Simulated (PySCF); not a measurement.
# Magnetisability: `c1c[cH+]1`, [C₃H₃]+, charge +1

Molfile (atoms numbered from 1):
```
C3H3
     RDKit          3D

  6  6  0  0  0  0  0  0  0  0999 V2000
   -0.3971   -0.6793   -0.0120 C   0  0  0  0  0  0  0  0  0  0  0  0
   -0.3893    0.6845    0.0045 C   0  0  0  0  0  0  0  0  0  0  0  0
    0.7879   -0.0043    0.0097 C   0  0  0  0  0  0  0  0  0  0  0  0
   -0.9493   -1.6234   -0.0295 H   0  0  0  0  0  0  0  0  0  0  0  0
   -0.9307    1.6350    0.0098 H   0  0  0  0  0  0  0  0  0  0  0  0
    1.8818   -0.0107    0.0221 H   0  0  0  0  0  0  0  0  0  0  0  0
  1  2  2  0
  2  3  1  0
  3  1  1  0
  1  4  1  0
  2  5  1  0
  3  6  1  0
M  CHG  1   3   1
M  END
```

The calculation used GIAO B3LYP/def2-TZVP magnetisability, rotational g tensor and spin-rotation constants, non-relativistic, gas phase in PySCF. Geometry: PBE0-D3(BJ)/def2-SVP.

For an ion the centre-of-mass motion in the field is neglected.

(1) How diamagnetic is it, and how anisotropic?

(2) Split it along the inertial axes a, b, c into diamagnetic and paramagnetic parts about the centre of mass, with the quadrupole moment.

(3) And the rotational g tensor?

Results:

(1) Isotropic -292 × 10⁻³⁰ J/T², or -17.6 × 10⁻⁶ cm³/mol; principal values -641, -118, -118 × 10⁻³⁰ J/T², anisotropy 523 × 10⁻³⁰ J/T² (root of half the summed squared differences of the principal values). The susceptibility is in cgs units.

(2) 
| axis | χ (10⁻⁶ cm³/mol) | diamagnetic (10⁻⁶ cm³/mol) | paramagnetic (10⁻⁶ cm³/mol) | summed x² of all electrons (Å²) | quadrupole Θ (D Å) |
| --- | --- | --- | --- | --- | --- |
| a | -7.1 | -68.4 | 61.3 | 12.9 | +3.01 |
| b | -7.1 | -68.4 | 61.3 | 12.9 | +3.01 |
| c | -38.6 | -109.3 | 70.7 | 3.2 | -6.02 |

Anisotropies 2χaa − χbb − χcc = +31.5 and 2χbb − χaa − χcc = +31.5 × 10⁻⁶ cm³/mol. Θ is traceless in Buckingham's convention.

(3) 
```tsv
axis	rotational constant (GHz)	g	nuclear part	electronic part
a	30.6054	-0.2170	0.6643	-0.8813
b	30.6048	-0.2170	0.6643	-0.8813
c	15.3026	+0.1560	0.6643	-0.5084
```
Oblate top; isotopes 12C, 1H; no vibrational averaging.
